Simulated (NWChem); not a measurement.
Everything below was run with NWChem. System: CH$_{3}$O, charge 0, spin multiplicity 2, at a geometry optimised with UB3LYP/def2-SVP. The structure started from a generated list of species. Its SCF solution wasn't tested for a lower state. Level: UHF/def2-TZVP.

The NWChem input:

```
start mol
memory heap 200 mb stack 900 mb global 1100 mb
geometry units angstroms nocenter noautoz noautosym
  C     -0.628909     0.238462     0.123433
  O      0.589422    -0.330291    -0.083119
  H     -1.466230    -0.442937    -0.041233
  H     -0.752853     1.313671    -0.050543
  H      1.277157     0.340820     0.016127
end
basis spherical
  * library def2-tzvp
end
scf
  uhf
  nopen 1
  maxiter 100
  thresh 1e-7
  semidirect memsize 60000000 filesize 0
  # guess.movecs holds the orbitals of an unrestricted PBE0 run
  vectors input guess.movecs output mol.movecs
end
task scf energy
```

Part of the output:

```
             Northwest Computational Chemistry Package (NWChem) 7.3.0
             --------------------------------------------------------

                                NWChem Input Module
                                -------------------

 Scaling coordinates for geometry "geometry" by  1.889725989
 (inverse scale =  0.529177249)

                             Geometry "geometry" -> ""
                             -------------------------

 Output coordinates in angstroms (scale by  1.889725989 to convert to a.u.)

  No.       Tag          Charge          X              Y              Z
 ---- ---------------- ---------- -------------- -------------- --------------
    1 C                    6.0000    -0.62890900     0.23846200     0.12343300
    2 O                    8.0000     0.58942200    -0.33029100    -0.08311900
    3 H                    1.0000    -1.46623000    -0.44293700    -0.04123300
    4 H                    1.0000    -0.75285300     1.31367100    -0.05054300
    5 H                    1.0000     1.27715700     0.34082000     0.01612700

 Effective nuclear repulsion energy (a.u.)      35.2691828554

            Nuclear Dipole moment (a.u.)
            ----------------------------
        X                 Y               Z
 ---------------- ---------------- ----------------
    -0.0000075589    -0.0000037795    -0.0000056692


 Summary of "ao basis" -> "" (spherical)
 ------------------------------------------------------------------------------
       Tag                 Description            Shells   Functions and Types
 ---------------- ------------------------------  ------  ---------------------
 *                         def2-tzvp                  on all atoms

 Summary of "ao basis" -> "ao basis" (spherical)
 ------------------------------------------------------------------------------
       Tag                 Description            Shells   Functions and Types
 ---------------- ------------------------------  ------  ---------------------
 C                         def2-tzvp                11       31   5s3p2d1f
 O                         def2-tzvp                11       31   5s3p2d1f
 H                         def2-tzvp                 4        6   3s1p

                                 NWChem SCF Module
                                 -----------------

  ao basis        = "ao basis"
  functions       =    80
  atoms           =     5
  alpha electrons =     9
  beta  electrons =     8
  charge          =   0.00
  wavefunction    = UHF
  use symmetry    = F
  symmetry adapt  = F

 Summary of "ao basis" -> "ao basis" (spherical)
 ------------------------------------------------------------------------------
       Tag                 Description            Shells   Functions and Types
 ---------------- ------------------------------  ------  ---------------------
 C                         def2-tzvp                11       31   5s3p2d1f
 O                         def2-tzvp                11       31   5s3p2d1f
 H                         def2-tzvp                 4        6   3s1p

 Forming initial guess at       0.1s

 Starting SCF solution at       0.1s

 ----------------------------------------------
         Quadratically convergent UHF

 Convergence threshold     :          1.000E-07
 Maximum no. of iterations :          100
 Integral*density screening:          1.000E-09
 ----------------------------------------------

              iter       energy          gnorm     gmax       time
             ----- ------------------- --------- --------- --------
[...]
  ----- ------------  ---------------      ----- ------------  ---------------
     6      0.254810  1 C  px                37     -0.214584  2 O  px
    38      0.214497  2 O  py                64     -0.214711  3 H  s
    40     -0.201090  2 O  px                41      0.194153  2 O  py
     9      0.185266  1 C  px

 Vector    7  Occ=1.000000D+00  E=-5.275040D-01
              MO Center=  2.0D-01, -1.4D-01, -9.3D-02, r^2= 1.3D+00
   Bfn.  Coefficient  Atom+Function         Bfn.  Coefficient  Atom+Function
  ----- ------------  ---------------      ----- ------------  ---------------
    39      0.351647  2 O  pz                42      0.322818  2 O  pz
    45      0.219735  2 O  pz

 Vector    8  Occ=1.000000D+00  E=-5.060676D-01
              MO Center=  3.3D-02, -8.4D-03,  1.2D-02, r^2= 1.6D+00
   Bfn.  Coefficient  Atom+Function         Bfn.  Coefficient  Atom+Function
  ----- ------------  ---------------      ----- ------------  ---------------
    38      0.260837  2 O  py                39     -0.235019  2 O  pz
    41      0.235899  2 O  py                42     -0.216878  2 O  pz
    70     -0.192268  4 H  s                  7     -0.177358  1 C  py
    44      0.158470  2 O  py                45     -0.154762  2 O  pz

 Vector    9  Occ=0.000000D+00  E= 1.394247D-01
              MO Center=  9.8D-01,  6.2D-01,  2.3D-01, r^2= 3.8D+00
   Bfn.  Coefficient  Atom+Function         Bfn.  Coefficient  Atom+Function
  ----- ------------  ---------------      ----- ------------  ---------------
    77      1.512301  5 H  s                 36     -1.006914  2 O  s
    71      0.756413  4 H  s                  5     -0.624056  1 C  s
    14      0.465918  1 C  pz                13     -0.322721  1 C  py
    43     -0.298672  2 O  px                44     -0.250964  2 O  py
    45     -0.238717  2 O  pz

 Vector   10  Occ=0.000000D+00  E= 1.434016D-01
              MO Center= -3.2D-01,  4.4D-01,  1.2D-01, r^2= 3.6D+00
   Bfn.  Coefficient  Atom+Function         Bfn.  Coefficient  Atom+Function
  ----- ------------  ---------------      ----- ------------  ---------------
     5      0.788324  1 C  s                 77     -0.749552  5 H  s
    71     -0.719788  4 H  s                 14      0.709627  1 C  pz
    36      0.592226  2 O  s                 13      0.293123  1 C  py
    45     -0.273330  2 O  pz                 8      0.222330  1 C  pz
    65     -0.167022  3 H  s

 Vector   11  Occ=0.000000D+00  E= 1.949366D-01
              MO Center= -1.2D+00,  4.9D-01, -2.7D-02, r^2= 5.6D+00
   Bfn.  Coefficient  Atom+Function         Bfn.  Coefficient  Atom+Function
  ----- ------------  ---------------      ----- ------------  ---------------
     5      2.984251  1 C  s                 65     -2.252330  3 H  s
    71     -2.138176  4 H  s                 36     -0.806747  2 O  s
    77      0.606082  5 H  s                 12     -0.478901  1 C  px
    14     -0.415540  1 C  pz                70      0.353521  4 H  s
    64      0.349294  3 H  s                  4      0.242962  1 C  s

 center of mass
 --------------
 x =   0.05675244 y =  -0.07313148 z =   0.00459809

 moments of inertia (a.u.)
 ------------------
          16.900293434294          17.073350809424           5.704390373670
          17.073350809424          53.404322888594          -2.686421959232
           5.704390373670          -2.686421959232          68.178403841829

  Mulliken analysis of the total density
  --------------------------------------

    Atom       Charge   Shell Charges
 -----------   ------   -------------------------------------------------------
    1 C    6     6.09   0.85  1.12  0.49  0.64  0.13  1.17  1.21  0.34  0.03  0.07  0.01
    2 O    8     8.49   0.79  1.18  0.56  0.96  0.30  1.86  2.05  0.76  0.00  0.03  0.00
    3 H    1     0.88   0.26  0.50  0.10  0.02
    4 H    1     0.89   0.26  0.49  0.11  0.02
    5 H    1     0.66   0.25  0.33  0.03  0.05

  Mulliken analysis of the alpha density
  --------------------------------------

    Atom       Charge   Shell Charges
 -----------   ------   -------------------------------------------------------
    1 C    6     3.59   0.43  0.56  0.27  0.35  0.09  0.77  0.82  0.26  0.01  0.04  0.00
    2 O    8     4.27   0.40  0.59  0.28  0.48  0.14  0.96  1.04  0.35  0.00  0.02  0.00
    3 H    1     0.40   0.13  0.23  0.04  0.01
    4 H    1     0.41   0.13  0.23  0.05  0.01
    5 H    1     0.33   0.12  0.17  0.01  0.02

   Mulliken analysis of the beta density
   -------------------------------------

    Atom       Charge   Shell Charges
 -----------   ------   -------------------------------------------------------
    1 C    6     2.49   0.43  0.56  0.22  0.29  0.05  0.41  0.39  0.09  0.01  0.03  0.01
    2 O    8     4.22   0.40  0.59  0.28  0.48  0.15  0.89  1.01  0.41  0.00  0.01  0.00
    3 H    1     0.48   0.14  0.27  0.06  0.01
    4 H    1     0.48   0.14  0.27  0.06  0.01
    5 H    1     0.33   0.12  0.17  0.02  0.02

   Mulliken analysis of the spin density
   -------------------------------------

    Atom       Charge   Shell Charges
 -----------   ------   -------------------------------------------------------
    1 C    6     1.10   0.00 -0.00  0.04  0.06  0.04  0.36  0.43  0.17 -0.00  0.00 -0.00
    2 O    8     0.05   0.00 -0.00  0.01  0.00 -0.01  0.07  0.03 -0.06  0.00  0.00  0.00
    3 H    1    -0.07  -0.01 -0.05 -0.02  0.00
    4 H    1    -0.07  -0.01 -0.04 -0.02  0.00
    5 H    1    -0.01  -0.00 -0.00 -0.00  0.00

       Multipole analysis of the density wrt the origin
       ------------------------------------------------

     L   x y z        total         alpha         beta         nuclear
     -   - - -        -----         -----         ----         -------
     0   0 0 0      0.000000     -9.000000     -8.000000     17.000000

     1   1 0 0      0.104088      0.577787     -0.473691     -0.000008
     1   0 1 0      0.633886      0.113666      0.520223     -0.000004
     1   0 0 1     -0.034006     -0.296151      0.262151     -0.000006

     2   2 0 0     -7.554913    -21.826314    -19.654616     33.926017
     2   1 1 0      1.461289      5.337145      4.557372     -8.433228
     2   1 0 1      0.401236      1.887530      1.151298     -2.637591
     2   0 2 0     -9.190581    -10.735551    -10.068149     11.613119
     2   0 1 1     -0.128996     -0.839982     -0.551726      1.262712
     2   0 0 2    -10.622972     -6.770213     -4.392701      0.539942

 Task  times  cpu:        3.2s     wall:        3.2s

 Total times  cpu:        3.2s     wall:        3.2s
```
